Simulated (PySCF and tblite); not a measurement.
Results of a calculation; reference values are marked as such.
System: H2Al(BH4), with the starting minimum (Å):

```
 1 Al   -0.863   -0.546   -0.489
 2 H     0.072    0.937   -0.546
 3 B     0.812    0.494    0.400
 4 H     0.407   -0.680    0.713
 5 H    -0.554   -1.452   -1.740
 6 H    -2.266   -0.313    0.188
 7 H     0.623    1.194    1.350
 8 H     1.912    0.371   -0.051
```

Geometries: PBE0-D3(BJ)/def2-TZVP; energies: PBE0/pcSseg-1 + D3(BJ), IEF-PCM acetonitrile; zero-point and thermal terms from GFN2-xTB harmonic modes (soft modes blended into free rotors). Rate constants are transition-state-theory values, counting equivalent paths, without tunnelling. Programs: tblite and PySCF.

(1) How high is the barrier to the exchange of bridging H2 and terminal H7, through which structure does it pass, and what rate follows at 298 K?

Results:

(1) The electronic barrier is 5.4 kcal/mol and ΔG‡(298 K) 5.4 kcal/mol, over a Cs saddle with an imaginary mode of 234i cm⁻¹ (GFN2-xTB). With 2 equivalent paths, k is 1.5×10⁹ s⁻¹, a mean lifetime of the start of 680 ps against this motion.
